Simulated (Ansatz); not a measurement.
`[F][AlH2]` + `[CH3]`• → `[F][AlH]`• + CH₄ at 298.15 K and 1 bar (hydrogen abstraction from the Al–H bond).

Program: Ansatz. Geometries: PBE0-D4/def2-TZVP. ΔE: electronic, gas phase. CCSD(T)/CBS is frozen-core, at the limit of the def2 triple- and quadruple-zeta sets. No spin–orbit coupling; open shells (•) take unrestricted orbitals.

```csv
species,CCSD(T)/CBS energy (Eh),H − E (kJ/mol),S (J/(mol·K))
`[F][AlH2]`,-343.06397,51.4,241.2
`[CH3]`•,-39.77951,88.7,194.6
`[F][AlH]`•,-342.42225,29.6,246.1
CH₄,-40.45885,127.4,186.2
```

H − E and S are ideal-gas, rigid-rotor, harmonic terms from PBE0-D4/def2-TZVP, with the whole ground term of open shells counted as degenerate. 1 Eh = 2625.50 kJ/mol, R = 8.31446 J/(mol·K).

Task: By hand: ΔE, ΔH, ΔS and ΔG.

Result: ΔE = (-342.42225) + (-40.45885) − (-343.06397) − (-39.77951) = -0.03762 Eh = -98.8 kJ/mol. Δ(H − E) = 29.6 + 127.4 − 51.4 − 88.7 = 16.9, so ΔH = -81.9 kJ/mol. ΔS = 246.1 + 186.2 − 241.2 − 194.6 = -3.5 J/(mol·K). ΔG = -81.9 − 298.15 × (-3.5)/1000 = -80.9 kJ/mol.

Task: By hand: the equilibrium constant, and the temperature at which ΔG would vanish if ΔH and ΔS stayed fixed.

Result: log₁₀ K = −ΔG/(RT ln 10) = 14.2. ΔG = 0 at ΔH/ΔS = 23400 K, far beyond where these terms or the molecules hold.

The number of gas molecules stays the same, so ΔS is small and ΔH decides. A doubt of 5 kJ/mol in ΔE shifts log₁₀ K by 0.9 here. These are equilibria of isolated gas molecules and say nothing of rates. Largest T1 diagnostic: 0.016 (customary marks: 0.02 for closed shells, 0.045 for open ones).
